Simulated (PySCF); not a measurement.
Symmetry of computed structures. Computed with PySCF, PBE0-D3(BJ)/def2-TZVP geometry optimisation, gas phase. The symmetry is that of the one conformer found, every atom within 0.08 Å of its image; none is proved a minimum here.

(1) What symmetry has `C=CC#CC#N` (vinylcyanoacetylene)?

(2) Point group, rotor type and polarity of `[CH:1]#[C:2]/[CH:3]=[CH:4]\[C:5]#[N:6]`?

(3) What symmetry has `[F:1][P:2]([F:3])([F:4])([F:5])[F:6]`?

Answers

(1) Cs; near-prolate asymmetric top; symmetry number 1; 2 operations, which sort the 9 atoms into 9 sets; dipole 5.17 D, in the ab plane, which is the mirror; A, B, C = 40728, 1387, 1341 MHz.

(2) Cs; asymmetric top; symmetry number 1; 2 operations, which sort the 9 atoms into 9 sets; dipole 3.81 D, in the ab plane, which is the mirror; A, B, C = 7347, 2627, 1935 MHz; heavy atoms equivalent by symmetry: none.

(3) D3h; prolate symmetric top; symmetry number 6; 12 operations, which sort the 6 atoms into 3 sets; dipole forbidden by symmetry (computed 0.00 D); A, B, C = 3730, 3112, 3107 MHz; heavy atoms equivalent by symmetry: F1/F6, F3/F4/F5.
